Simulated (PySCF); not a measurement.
Gas-phase reaction: 2 H3SiPH2 → 2 PH2 + 3 H2 + 2 Si

Method: PySCF energies (xtb for GFN2) plus ideal-gas RRHO corrections (1 bar). † marks an energy on the PBE0/def2-TZVP geometry and frequencies; other levels use their own. CCSD(T) freezes the core. Open shells (unrestricted): PH2 (multiplicity 2), Si (multiplicity 3); the rest are closed-shell singlets. GFN2 has no spin-polarisation term. Spin-orbit splitting is ignored; it lowers the true energy and changes the entropy of Si. PH2: computed as isolated molecules; such fragments, hydroxides, amides, oligomers or adducts are transient or little studied in the gas. CCSD(T) isn't extrapolated to the basis-set limit.

```
level                ΔH°(298 K), kJ
-------------------  --------------
CCSD(T)/def2-TZVPP†            1071
GFN2-xTB                        [?]
PBE/def2-TZVP†                 1112
PBE0/def2-SVP†                  [?]
r2SCAN/def2-TZVP†               [?]
LDA/def2-TZVP†                 1314
```

Complete the blanks.


- GFN2-xTB, ΔH°(298 K), kJ: 1366
- PBE0/def2-SVP†, ΔH°(298 K), kJ: 1128
- r2SCAN/def2-TZVP†, ΔH°(298 K), kJ: 1116
